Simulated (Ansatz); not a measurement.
Input for Ansatz (development build ahead of 0.2.0):

```yaml
crystal:
  periodic: [false, false, false]
  atoms:
    - { symbol: B, position_ang: [0.04707, -0.03364, -0.99016] }
    - { symbol: F, position_ang: [-0.00869, 0.0188, 0.59757] }
basis:
  gaussian: { orbitals: "6-31G" }
hamiltonian:
  xc: hf
```

The input is written out in the form of the current development build from the run's settings.

Output:

```json
{
 "Converged": "yes",
 "Total energy": "-124.02478 hartree",
 "Spin squared of the determinant": "0.000"
}
```

Caution: stretched shape with no unrestricted run beside it, a lower state can exist.
